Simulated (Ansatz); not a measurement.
Born–Oppenheimer molecular dynamics of CH2AlN (5 atoms, charge 0, multiplicity 1). It starts from a relaxed structure.

Computed with Ansatz 0.2.0, RKS revPBE/6-31G.

```yaml
ensemble: NVE (velocity Verlet)
time_step: 0.5 fs
steps_asked: 400
starting_velocities_drawn_for: 300 K
seed: 799856
```

First frame:

```xyz
5
Properties=species:S:1:pos:R:3
C -0.550 -0.712 0.163
N 0.306 -0.556 1.034
Al 0.177 1.003 -0.967
H -1.389 -1.349 -0.120
H 1.457 1.615 -0.109
```

Problem. How far do the bonds stretch over the last three quarters of this one trajectory? (Pairs bonded in most of those frames.)

Solution. 
```csv
bond,mean (Å),spread (Å),shortest,longest
C1–N2,1.231,0.006,1.22,1.25
C1–Al3,2.187,0.023,2.15,2.23
C1–H4,1.093,0.029,1.05,1.13
Al3–H5,1.671,0.061,1.57,1.76
```

Mean temperature of the second half: 149 K. The conserved energy stayed within 0.19 meV per atom of its start (net change 0.0078 meV per atom), so the integration is sound. The temperature averaged 0.50 of the 300 K drawn at the start: a run that starts near a minimum puts about half its kinetic energy into the potential. A run of 0.2 ps of so small a system gives no equilibrium averages. Limits of this set-up: no polarisation functions.

Time of the run: 4.5 min on 1 CPU thread of a shared host.
